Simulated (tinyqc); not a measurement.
Worked calculation: Hueckel theory of the pi electrons with the omega technique, for the molecule NC=CCl (SMILES; centres numbered as the heavy atoms are written). One step of it, computed by the program tinyqc.

Question. Orbitals, round 1. Diagonalise; E = alpha + x beta with beta < 0, so the largest x are filled first; degenerate levels share their electrons. P = sum n_i c_ri c_si; each orbital has its largest coefficient positive (the first on a tie).

Hueckel matrix in units of beta (H = alpha + beta A), order 1N, 2C, 3C, 4Cl:
$$\begin{pmatrix}
1.500000 & 0.800000 & 0.000000 & 0.000000 \\
0.800000 & 0.000000 & 1.000000 & 0.000000 \\
0.000000 & 1.000000 & 0.000000 & 0.400000 \\
0.000000 & 0.000000 & 0.400000 & 2.000000
\end{pmatrix}$$

pi electrons, sum of z_r less the charge = 6

Give: x values; occupations; coefficients; charge and bond-order matrix P.

Answer.

x values: [2.1299, 1.8978, 0.6230, -1.1507]

occupations: [2.0000, 2.0000, 2.0000, 0.0000]

coefficients, order 1N, 2C, 3C, 4Cl:
$$\begin{pmatrix}
0.3213 & 0.7947 & -0.4669 & -0.2172 \\
0.2530 & 0.3951 & 0.5119 & 0.7196 \\
0.2818 & 0.1141 & 0.6925 & -0.6543 \\
0.8679 & -0.4465 & -0.2012 & 0.0831
\end{pmatrix}$$

charge and bond-order matrix P, order 1N, 2C, 3C, 4Cl:
$$\begin{pmatrix}
1.9057 & 0.3126 & -0.2842 & 0.0361 \\
0.3126 & 0.9643 & 0.9417 & -0.1196 \\
-0.2842 & 0.9417 & 1.1438 & 0.1087 \\
0.0361 & -0.1196 & 0.1087 & 1.9862
\end{pmatrix}$$
